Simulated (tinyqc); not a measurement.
RHF in the sto-3g basis, for H2F+, spin multiplicity 1, step by step. Computed by tinyqc, a small Python program that keeps every step (integrals from PySCF). Settings: charge = 1, multiplicity = 1, basis = sto-3g, energy threshold = 1e-09, iteration cap = 61, orthogonalisation = symmetric, start = highest core orbitals, DIIS depth = 4, damping = 0.7, shift = 0.2, method = RHF. Command: `OMP_NUM_THREADS=1 python tinyqc.py 31898 31899 out.jsonl` (the two numbers bound the seeds that draw the settings). One thread of a shared host (Intel(R) Xeon(R) Processor @ 2.60GHz), about 0.1 s of CPU time with the checks. Later iterations appear only in the table of the cycle.

## One-electron integrals

Geometry (angstrom):
```
atom,x,y,z
F,0.0000,0.0000,0.0000
H,0.0000,0.8730,0.4670
H,0.0000,-0.8730,0.4670
```

Basis sto-3g: exponents (1/bohr^2) and contraction coefficients of normalised primitives:
```
element,l (shell),exponent,coefficient
F,s (1),166.6791,0.1543
F,s (1),30.3608,0.5353
F,s (1),8.2168,0.4446
F,s (2),6.4648,-0.1000
F,s (2),1.5023,0.3995
F,s (2),0.4886,0.7001
F,p (3),6.4648,0.1559
F,p (3),1.5023,0.6077
F,p (3),0.4886,0.3920
H,s (1),3.4253,0.1543
H,s (1),0.6239,0.5353
H,s (1),0.1689,0.4446
```

Overlap, kinetic and nuclear-attraction integrals over the contracted functions; the nuclear repulsion is the sum of Za Zb / Rab.

nuclear repulsion = 9.923904 hartree

overlap S, lower triangle:
```
,1F 1s,1F 2s,1F 2px,1F 2py,1F 2pz,2H 1s,3H 1s
1F 1s,1.0000
1F 2s,0.2380,1.0000
1F 2px,0.0000,0.0000,1.0000
1F 2py,0.0000,0.0000,0.0000,1.0000
1F 2pz,0.0000,0.0000,0.0000,0.0000,1.0000
2H 1s,0.0416,0.4014,0.0000,0.2851,0.1525,1.0000
3H 1s,0.0416,0.4014,0.0000,-0.2851,0.1525,0.1784,1.0000
```

kinetic energy T (hartree), lower triangle:
```
,1F 1s,1F 2s,1F 2px,1F 2py,1F 2pz,2H 1s,3H 1s
1F 1s,36.9846
1F 2s,-0.2129,1.0380
1F 2px,0.0000,0.0000,3.2480
1F 2py,0.0000,0.0000,0.0000,3.2480
1F 2pz,0.0000,0.0000,0.0000,0.0000,3.2480
2H 1s,-0.0043,0.0928,0.0000,0.1941,0.1038,0.7600
3H 1s,-0.0043,0.0928,0.0000,-0.1941,0.1038,-0.0044,0.7600
```

nuclear attraction V (hartree), lower triangle:
```
,1F 1s,1F 2s,1F 2px,1F 2py,1F 2pz,2H 1s,3H 1s
1F 1s,-78.0786
1F 2s,-9.4312,-12.6054
1F 2px,0.0000,0.0000,-12.4475
1F 2py,0.0000,0.0000,0.0000,-12.5983
1F 2pz,-0.0122,-0.1482,0.0000,0.0000,-12.4907
2H 1s,-1.6927,-3.8544,0.0000,-2.3817,-1.3132,-6.1860
3H 1s,-1.6927,-3.8544,0.0000,2.3817,-1.3132,-1.2756,-6.1860
```

core Hamiltonian H = T + V (hartree), lower triangle:
```
,1F 1s,1F 2s,1F 2px,1F 2py,1F 2pz,2H 1s,3H 1s
1F 1s,-41.0940
1F 2s,-9.6441,-11.5674
1F 2px,0.0000,0.0000,-9.1995
1F 2py,0.0000,0.0000,0.0000,-9.3503
1F 2pz,-0.0122,-0.1482,0.0000,0.0000,-9.2427
2H 1s,-1.6970,-3.7615,0.0000,-2.1877,-1.2094,-5.4259
3H 1s,-1.6970,-3.7615,0.0000,2.1877,-1.2094,-1.2800,-5.4259
```

## Two-electron integrals

Functions are numbered as in S; the eight-fold symmetry (ij|kl) = (ji|kl) = (kl|ij) leaves the list below.

Two-electron integrals (ij|kl) in chemists' order, unique and non-zero (hartree):
```
i,j,k,l,(ij|kl)
1,1,1,1,5.4035
2,1,1,1,0.8419
2,1,2,1,0.1563
2,2,1,1,1.2680
2,2,2,1,0.2923
2,2,2,2,0.9262
3,1,3,1,0.0280
3,2,3,1,0.0432
3,2,3,2,0.2046
3,3,1,1,1.2645
3,3,2,1,0.2924
3,3,2,2,0.9260
3,3,3,3,0.9975
4,1,4,1,0.0280
4,2,4,1,0.0432
4,2,4,2,0.2046
4,3,4,3,0.0538
4,4,1,1,1.2645
4,4,2,1,0.2924
4,4,2,2,0.9260
4,4,3,3,0.8900
4,4,4,4,0.9975
5,1,5,1,0.0280
5,2,5,1,0.0432
5,2,5,2,0.2046
5,3,5,3,0.0538
5,4,5,4,0.0538
5,5,1,1,1.2645
5,5,2,1,0.2924
5,5,2,2,0.9260
5,5,3,3,0.8900
5,5,4,4,0.8900
5,5,5,5,0.9975
6,1,1,1,0.1492
6,1,2,1,0.0275
6,1,2,2,0.0510
6,1,3,3,0.0510
6,1,4,1,0.0010
6,1,4,2,0.0019
6,1,4,4,0.0511
6,1,5,1,0.0005
6,1,5,2,0.0010
6,1,5,4,9.99e-05
6,1,5,5,0.0510
6,1,6,1,0.0049
6,2,1,1,0.3705
6,2,2,1,0.0865
6,2,2,2,0.3050
6,2,3,3,0.3006
6,2,4,1,0.0052
6,2,4,2,0.0402
6,2,4,4,0.3107
6,2,5,1,0.0028
6,2,5,2,0.0215
6,2,5,4,0.0054
6,2,5,5,0.3035
6,2,6,1,0.0154
6,2,6,2,0.1227
6,3,3,1,0.0091
6,3,3,2,0.0539
6,3,4,3,0.0085
6,3,5,3,0.0046
6,3,6,3,0.0184
6,4,1,1,0.2195
6,4,2,1,0.0519
6,4,2,2,0.1960
6,4,3,3,0.1875
6,4,4,1,0.0119
6,4,4,2,0.0784
6,4,4,4,0.2108
6,4,5,1,0.0015
6,4,5,2,0.0131
6,4,5,4,0.0079
6,4,5,5,0.1893
6,4,6,1,0.0097
6,4,6,2,0.0966
6,4,6,4,0.0939
6,5,1,1,0.1174
6,5,2,1,0.0278
6,5,2,2,0.1048
6,5,3,3,0.1003
6,5,4,1,0.0015
6,5,4,2,0.0131
6,5,4,4,0.1037
6,5,5,1,0.0099
6,5,5,2,0.0609
6,5,5,4,0.0103
6,5,5,5,0.1104
6,5,6,1,0.0052
6,5,6,2,0.0517
6,5,6,4,0.0404
6,5,6,5,0.0400
6,6,1,1,0.5169
6,6,2,1,0.1227
6,6,2,2,0.4983
6,6,3,3,0.4811
6,6,4,1,0.0094
6,6,4,2,0.1024
6,6,4,4,0.5208
6,6,5,1,0.0051
6,6,5,2,0.0548
6,6,5,4,0.0213
6,6,5,5,0.4924
6,6,6,1,0.0220
6,6,6,2,0.2544
6,6,6,4,0.2328
6,6,6,5,0.1245
6,6,6,6,0.7746
7,1,1,1,0.1492
7,1,2,1,0.0275
7,1,2,2,0.0510
7,1,3,3,0.0510
7,1,4,1,-0.0010
7,1,4,2,-0.0019
7,1,4,4,0.0511
7,1,5,1,0.0005
7,1,5,2,0.0010
7,1,5,4,-9.99e-05
7,1,5,5,0.0510
7,1,6,1,0.0048
7,1,6,2,0.0149
7,1,6,4,0.0086
7,1,6,5,0.0050
7,1,6,6,0.0211
7,1,7,1,0.0049
7,2,1,1,0.3705
7,2,2,1,0.0865
7,2,2,2,0.3050
7,2,3,3,0.3006
7,2,4,1,-0.0052
7,2,4,2,-0.0402
7,2,4,4,0.3107
7,2,5,1,0.0028
7,2,5,2,0.0215
7,2,5,4,-0.0054
7,2,5,5,0.3035
7,2,6,1,0.0149
7,2,6,2,0.0987
7,2,6,4,0.0536
7,2,6,5,0.0402
7,2,6,6,0.1656
7,2,7,1,0.0154
7,2,7,2,0.1227
7,3,3,1,0.0091
7,3,3,2,0.0539
7,3,4,3,-0.0085
7,3,5,3,0.0046
7,3,6,3,0.0142
7,3,7,3,0.0184
7,4,1,1,-0.2195
7,4,2,1,-0.0519
7,4,2,2,-0.1960
7,4,3,3,-0.1875
7,4,4,1,0.0119
7,4,4,2,0.0784
7,4,4,4,-0.2108
7,4,5,1,-0.0015
7,4,5,2,-0.0131
7,4,5,4,0.0079
7,4,5,5,-0.1893
7,4,6,1,-0.0086
7,4,6,2,-0.0536
7,4,6,4,-0.0153
7,4,6,5,-0.0214
7,4,6,6,-0.0811
7,4,7,1,-0.0097
7,4,7,2,-0.0966
7,4,7,4,0.0939
7,5,1,1,0.1174
7,5,2,1,0.0278
7,5,2,2,0.1048
7,5,3,3,0.1003
7,5,4,1,-0.0015
7,5,4,2,-0.0131
7,5,4,4,0.1037
7,5,5,1,0.0099
7,5,5,2,0.0609
7,5,5,4,-0.0103
7,5,5,5,0.1104
7,5,6,1,0.0050
7,5,6,2,0.0402
7,5,6,4,0.0214
7,5,6,5,0.0304
7,5,6,6,0.0745
7,5,7,1,0.0052
7,5,7,2,0.0517
7,5,7,4,-0.0404
7,5,7,5,0.0400
7,6,1,1,0.1176
7,6,2,1,0.0277
7,6,2,2,0.1059
7,6,3,3,0.1042
7,6,4,4,0.1066
7,6,5,1,0.0014
7,6,5,2,0.0134
7,6,5,5,0.1070
7,6,6,1,0.0049
7,6,6,2,0.0415
7,6,6,4,0.0286
7,6,6,5,0.0200
7,6,6,6,0.0893
7,6,7,1,0.0049
7,6,7,2,0.0415
7,6,7,4,-0.0286
7,6,7,5,0.0200
7,6,7,6,0.0172
7,7,1,1,0.5169
7,7,2,1,0.1227
7,7,2,2,0.4983
7,7,3,3,0.4811
7,7,4,1,-0.0094
7,7,4,2,-0.1024
7,7,4,4,0.5208
7,7,5,1,0.0051
7,7,5,2,0.0548
7,7,5,4,-0.0213
7,7,5,5,0.4924
7,7,6,1,0.0211
7,7,6,2,0.1656
7,7,6,4,0.0811
7,7,6,5,0.0745
7,7,6,6,0.3005
7,7,7,1,0.0220
7,7,7,2,0.2544
7,7,7,4,-0.2328
7,7,7,5,0.1245
7,7,7,6,0.0893
7,7,7,7,0.7746
```

## Orthogonalisation

S = U s U^T; symmetric (Loewdin) form X = U s^(-1/2) U^T, so that X^T S X = 1.

eigenvalues of S: 0.4427  0.4979  0.9119  1.0000  1.0714  1.3237  1.7523

X, lower triangle:
```
,1F 1s,1F 2s,1F 2px,1F 2py,1F 2pz,2H 1s,3H 1s
1F 1s,1.0239
1F 2s,-0.1381,1.1671
1F 2px,0.0000,0.0000,1.0000
1F 2py,0.0000,0.0000,0.0000,1.0840
1F 2pz,-0.0054,0.0539,0.0000,0.0000,1.0200
2H 1s,0.0188,-0.2286,0.0000,-0.1892,-0.0852,1.1314
3H 1s,0.0188,-0.2286,0.0000,0.1892,-0.0852,-0.0709,1.1314
```

## Starting guess

The start is the highest orbitals of the core Hamiltonian (a deliberately bad start); D = 2 C_occ C_occ^T.

D at the start, lower triangle:
```
,1F 1s,1F 2s,1F 2px,1F 2py,1F 2pz,2H 1s,3H 1s
1F 1s,0.0124
1F 2s,-0.0784,0.5930
1F 2px,0.0000,0.0000,2.0000
1F 2py,0.0000,0.0000,0.0000,2.4931
1F 2pz,0.1052,-0.3493,0.0000,0.0000,1.9307
2H 1s,0.0718,-0.7309,0.0000,-0.8649,-0.2954,2.7235
3H 1s,0.0718,-0.7309,0.0000,0.8649,-0.2954,-0.3108,2.7235
```

## Iteration 1: building the Fock matrix

J_ij = sum D_kl (ij|kl), K_ij = sum D_kl (ik|jl); F = H + J - 0.5 K; E = tr D H + tr D J / 2 - 0.25 tr D K + E_nn.

Coulomb J (hartree), lower triangle:
```
,1F 1s,1F 2s,1F 2px,1F 2py,1F 2pz,2H 1s,3H 1s
1F 1s,9.6136
1F 2s,2.2312,7.4366
1F 2px,0.0000,0.0000,7.3748
1F 2py,0.0000,0.0000,0.0000,7.5292
1F 2pz,-0.0224,-0.0237,0.0000,0.0000,7.4012
2H 1s,0.3890,2.6039,0.0000,1.7628,0.9391,5.0609
3H 1s,0.3890,2.6039,0.0000,-1.7628,0.9391,0.9648,5.0609
```

exchange K (hartree), lower triangle:
```
,1F 1s,1F 2s,1F 2px,1F 2py,1F 2pz,2H 1s,3H 1s
1F 1s,0.1895
1F 2s,0.2658,1.3951
1F 2px,0.0000,0.0000,2.2493
1F 2py,0.0000,0.0000,0.0000,2.3695
1F 2pz,-0.0201,-0.5307,0.0000,0.0000,2.1400
2H 1s,0.0560,0.5283,0.0000,0.5817,0.1492,1.6168
3H 1s,0.0560,0.5283,0.0000,-0.5817,0.1492,0.2020,1.6168
```

Fock matrix F (hartree), lower triangle:
```
,1F 1s,1F 2s,1F 2px,1F 2py,1F 2pz,2H 1s,3H 1s
1F 1s,-31.5752
1F 2s,-7.5458,-4.8284
1F 2px,0.0000,0.0000,-2.9493
1F 2py,0.0000,0.0000,0.0000,-3.0058
1F 2pz,-0.0245,0.0934,0.0000,0.0000,-2.9115
2H 1s,-1.3360,-1.4217,0.0000,-0.7158,-0.3449,-1.1735
3H 1s,-1.3360,-1.4217,0.0000,0.7158,-0.3449,-0.4162,-1.1735
```

total energy of this density = -37.672565 hartree

This density is the starting one.

## Iteration 1: diagonalisation and new density

A level shift of 0.2 hartree raises the virtual space: F + shift (S - S D(s) S), with D(s) the density of one spin (D/2). Diagonalise F' = X^T F X, C = X C', fill 5 alpha and 5 beta electrons from the bottom; D = 2 C_occ C_occ^T; the new density keeps 0.7 of the old one (damping). Each column has its largest component positive (the first on a tie).

F' = X^T F X (hartree), lower triangle:
```
,1,2,3,4,5,6,7
1,-30.9508
2,-3.4277,-3.3616
3,0.0000,0.0000,-2.9493
4,0.0000,0.0000,0.0000,-2.9990
5,-0.0505,0.1670,0.0000,0.0000,-2.8947
6,-0.2324,-0.3613,0.0000,-0.1955,-0.0778,-0.7390
7,-0.2324,-0.3613,0.0000,0.1955,-0.0778,-0.0804,-0.7390
```

orbital energies (hartree): MO1 -31.3752, MO2 -3.1327, MO3 -3.0312, MO4 -2.9493, MO5 -2.8115, MO6 -0.7071, MO7 -0.6264

coefficients C:
```
,MO1,MO2,MO3,MO4,MO5,MO6,MO7
1F 1s,0.9998,-0.2123,0.0000,0.0000,-0.1375,0.0686,0.0000
1F 2s,0.0009,0.9034,0.0000,0.0000,0.5948,-0.5646,0.0000
1F 2px,0.0000,0.0000,0.0000,1.0000,0.0000,0.0000,0.0000
1F 2py,0.0000,0.0000,1.0457,0.0000,0.0000,0.0000,-0.3912
1F 2pz,0.0008,-0.5184,0.0000,0.0000,0.8665,-0.1956,0.0000
2H 1s,0.0003,-0.0383,-0.0895,0.0000,-0.0647,0.7853,0.8664
3H 1s,0.0003,-0.0383,0.0895,0.0000,-0.0647,0.7853,-0.8664
```

D after iteration 1, lower triangle:
```
,1F 1s,1F 2s,1F 2px,1F 2py,1F 2pz,2H 1s,3H 1s
1F 1s,0.6468
1F 2s,-0.2184,1.1171
1F 2px,0.0000,0.0000,2.0000
1F 2py,0.0000,0.0000,0.0000,2.4013
1F 2pz,0.0687,-0.2163,0.0000,0.0000,1.9632
2H 1s,0.0606,-0.5555,0.0000,-0.6616,-0.2285,1.9146
3H 1s,0.0606,-0.5555,0.0000,0.6616,-0.2285,-0.2190,1.9146
```

## Iteration 2: building the Fock matrix

As before.

Coulomb J (hartree), lower triangle:
```
,1F 1s,1F 2s,1F 2px,1F 2py,1F 2pz,2H 1s,3H 1s
1F 1s,13.0438
1F 2s,2.7731,8.2022
1F 2px,0.0000,0.0000,8.1566
1F 2py,0.0000,0.0000,0.0000,8.2641
1F 2pz,-0.0151,-0.0166,0.0000,0.0000,8.1747
2H 1s,0.4851,2.7797,0.0000,1.8367,0.9796,5.0455
3H 1s,0.4851,2.7797,0.0000,-1.8367,0.9796,1.0005,5.0455
```

exchange K (hartree), lower triangle:
```
,1F 1s,1F 2s,1F 2px,1F 2py,1F 2pz,2H 1s,3H 1s
1F 1s,3.4683
1F 2s,0.7716,1.9539
1F 2px,0.0000,0.0000,2.3774
1F 2py,0.0000,0.0000,0.0000,2.4660
1F 2pz,-0.0138,-0.3688,0.0000,0.0000,2.3015
2H 1s,0.1477,0.6596,0.0000,0.5503,0.1821,1.2676
3H 1s,0.1477,0.6596,0.0000,-0.5503,0.1821,0.2134,1.2676
```

Fock matrix F (hartree), lower triangle:
```
,1F 1s,1F 2s,1F 2px,1F 2py,1F 2pz,2H 1s,3H 1s
1F 1s,-29.7843
1F 2s,-7.2567,-4.3422
1F 2px,0.0000,0.0000,-2.2317
1F 2py,0.0000,0.0000,0.0000,-2.3192
1F 2pz,-0.0204,0.0196,0.0000,0.0000,-2.2187
2H 1s,-1.2857,-1.3116,0.0000,-0.6261,-0.3208,-1.0143
3H 1s,-1.2857,-1.3116,0.0000,0.6261,-0.3208,-0.3862,-1.0143
```

total energy of this density = -57.126388 hartree

This density is a damped mixture and is not idempotent.

## Iteration 2: DIIS over 2 matrices

error matrix X^T (FDS - SDF) X:
```
,1,2,3,4,5,6,7
1,0.0000,-0.0327,0.0000,0.0000,0.0608,0.0556,0.0556
2,0.0327,0.0000,0.0000,0.0000,0.2364,-0.2102,-0.2102
3,0.0000,0.0000,0.0000,0.0000,0.0000,0.0000,0.0000
4,0.0000,0.0000,0.0000,0.0000,0.0000,0.0561,-0.0561
5,-0.0608,-0.2364,0.0000,0.0000,0.0000,-0.0674,-0.0674
6,-0.0556,0.2102,0.0000,-0.0561,0.0674,0.0000,0.0000
7,-0.0556,0.2102,0.0000,0.0561,0.0674,0.0000,0.0000
```

B (overlaps of the stored error matrices):
```
,1,2
1,4.8878146e-01,3.9521662e-01
2,3.9521662e-01,3.4116034e-01
```

Minimise |sum c_i e_i|^2 with sum c_i = 1: solve [B -1; -1 0][c; lambda] = [0; -1] with B_ij = tr e_i^T e_j, and take F = sum c_i F_i.

DIIS coefficients: -1.3682  2.3682

extrapolated F (hartree), lower triangle:
```
,1F 1s,1F 2s,1F 2px,1F 2py,1F 2pz,2H 1s,3H 1s
1F 1s,-27.3340
1F 2s,-6.8613,-3.6770
1F 2px,0.0000,0.0000,-1.2497
1F 2py,0.0000,0.0000,0.0000,-1.3797
1F 2pz,-0.0146,-0.0813,0.0000,0.0000,-1.2709
2H 1s,-1.2169,-1.1609,0.0000,-0.5035,-0.2879,-0.7964
3H 1s,-1.2169,-1.1609,0.0000,0.5035,-0.2879,-0.3451,-0.7964
```

## Iteration 2: diagonalisation and new density

As before.

F' = X^T F X (hartree), lower triangle:
```
,1,2,3,4,5,6,7
1,-26.7294
2,-3.4120,-2.2217
3,0.0000,0.0000,-1.2497
4,0.0000,0.0000,0.0000,-1.2397
5,-0.0301,0.0343,0.0000,0.0000,-1.2259
6,-0.1808,-0.4165,0.0000,-0.3116,-0.1501,-0.3178
7,-0.1808,-0.4165,0.0000,0.3116,-0.1501,-0.0839,-0.3178
```

orbital energies (hartree): MO1 -27.1998, MO2 -1.9515, MO3 -1.4054, MO4 -1.2665, MO5 -1.2497, MO6 -0.1610, MO7 -0.0682

coefficients C:
```
,MO1,MO2,MO3,MO4,MO5,MO6,MO7
1F 1s,0.9960,-0.2545,0.0000,0.0270,0.0000,0.1035,0.0000
1F 2s,0.0176,0.9972,0.0000,-0.1335,0.0000,-0.6901,0.0000
1F 2px,0.0000,0.0000,0.0000,0.0000,1.0000,0.0000,0.0000
1F 2py,0.0000,0.0000,0.9204,0.0000,0.0000,0.0000,-0.6320
1F 2pz,0.0015,0.0606,0.0000,0.9727,0.0000,-0.3288,0.0000
2H 1s,-0.0031,0.0346,0.1222,0.0681,0.0000,0.7851,0.8623
3H 1s,-0.0031,0.0346,-0.1222,0.0681,0.0000,0.7851,-0.8623
```

D after iteration 2, lower triangle:
```
,1F 1s,1F 2s,1F 2px,1F 2py,1F 2pz,2H 1s,3H 1s
1F 1s,1.0872
1F 2s,-0.2969,1.3894
1F 2px,0.0000,0.0000,2.0000
1F 2py,0.0000,0.0000,0.0000,2.1892
1F 2pz,0.0555,-0.1930,0.0000,0.0000,1.9441
2H 1s,0.0364,-0.3736,0.0000,-0.3956,-0.1189,1.3527
3H 1s,0.0364,-0.3736,0.0000,0.3956,-0.1189,-0.1588,1.3527
```

## Convergence

Stop when the energy changes by less than 1e-09 hartree and every element of the error matrix X^T (F D S - S D F) X is below 9e-06.

Course of the cycle:
```
iteration,E (hartree),change,largest element of the error matrix
1,-37.672565,-,3.22e-01
2,-57.126388,-1.95e+01,2.36e-01
3,-70.080632,-1.30e+01,2.11e-01
4,-78.748798,-8.67e+00,2.28e-01
5,-84.789783,-6.04e+00,2.12e-01
6,-89.059182,-4.27e+00,1.53e-01
7,-92.019118,-2.96e+00,1.10e-01
8,-94.077347,-2.06e+00,8.42e-02
9,-95.514513,-1.44e+00,6.48e-02
10,-96.520017,-1.01e+00,4.74e-02
11,-97.223132,-7.03e-01,3.33e-02
12,-97.714484,-4.91e-01,2.50e-02
13,-98.058313,-3.44e-01,1.85e-02
14,-98.298917,-2.41e-01,1.33e-02
...,...,...,...
48,-98.859895,-1.30e-06,1.80e-07
49,-98.859896,-9.10e-07,1.30e-07
50,-98.859897,-6.37e-07,9.33e-08
51,-98.859897,-4.46e-07,6.73e-08
52,-98.859898,-3.12e-07,4.86e-08
53,-98.859898,-2.19e-07,3.50e-08
54,-98.859898,-1.53e-07,2.52e-08
55,-98.859898,-1.07e-07,1.82e-08
56,-98.859898,-7.50e-08,1.31e-08
57,-98.859898,-5.25e-08,9.46e-09
58,-98.859898,-3.67e-08,6.82e-09
59,-98.859898,-2.57e-08,4.93e-09
60,-98.859898,-1.80e-08,3.55e-09
61,-98.859898,-1.26e-08,2.56e-09
```

PySCF RHF in the same basis = -98.859899 hartree

Not converged within the cap of 61 iterations: the residual falls steadily but slowly, by a factor of about 0.72 a step. Reruns (cap 100 unless said): DIIS 8: converged in 14; damping 0.5: converged in 37; level shift 0.5: converged in 19; atomic densities as start, DIIS 8: converged in 8; the original settings with a cap of 400: converged in 69.
